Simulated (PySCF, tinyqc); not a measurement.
Worked calculation: RKS/exchange-only LDA in the sto-6g basis, for CH2, spin multiplicity 1. The lowest restricted solution is unstable here: a spin-polarised one lies 0.0171 hartree lower (PySCF). One step of it, computed by the program tinyqc.

Task: Iteration 2: DIIS coefficients. Solve [B -1; -1 0][c; lambda] = [0; -1] for the coefficients, which sum to one.

B (overlaps of the stored error matrices):
```
,1,2
1,2.3261129e+00,-1.8085659e+00
2,-1.8085659e+00,2.0144752e+00
```

Give: DIIS coefficients.

Result:

DIIS coefficients: 0.4804  0.5196
